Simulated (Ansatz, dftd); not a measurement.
Reaction: CH2NO (SMILES N[C]=O, doublet) → CH2NO (SMILES O=C[NH], doublet)
Each species at its own B3LYP-D3(BJ)/def2-TZVP minimum (Ansatz, an electronic-structure program), one conformer.

Property: isomerisation energy (electronic), in kJ/mol. Radicals and triplets start from unrestricted determinants; spin-orbit coupling is neglected. CBS(X,Y): correlation extrapolated as X^-3, Hartree-Fock from the larger set. A bracket is a step between two methods taken in the basis named. The functionals are non-relativistic, so their misses hold any scalar relativity. Double hybrids freeze cores in their MP2 part. '+ core + X2C': CCSD(T) terms for core correlation (cc-pwCVTZ) and scalar relativity (cc-pVTZ-DK).

Compared with CCSD(T)/CBS(cc-pVTZ,cc-pVQZ) + [CCSDT(Q) - CCSD(T)]/cc-pVDZ + core + X2C (Ansatz): 97.7 kJ/mol.

Costs are rough ratios of core time, to one figure, on one kind of shared machine, summed over the single points of the molecules; atoms, geometries and frequencies are left out. The first row took roughly 10 core seconds; short runs hold start-up time.

```tsv
level	program	cost relative to the first row	difference (kJ/mol)
PBE0-D3(BJ)/def2-TZVPD	Ansatz + dftd3	1	1.1
PBE/def2-TZVPD	Ansatz	1	6.7
B3LYP-D3(BJ)/def2-TZVPD	Ansatz + dftd3	1	-0.8
B2PLYP-D3(BJ)/def2-TZVPD	Ansatz + dftd3	2	1.9
B2PLYP-D4/def2-TZVPD	Ansatz + dftd4	2	1.9
wB97X-V/def2-TZVPD	Ansatz	2	-0.7
wB97M-V/def2-TZVPD	Ansatz	2	-0.2
```

The dearest row costs roughly 2 times the first. Costs within a factor of two don't rank. The table holds for this case alone.
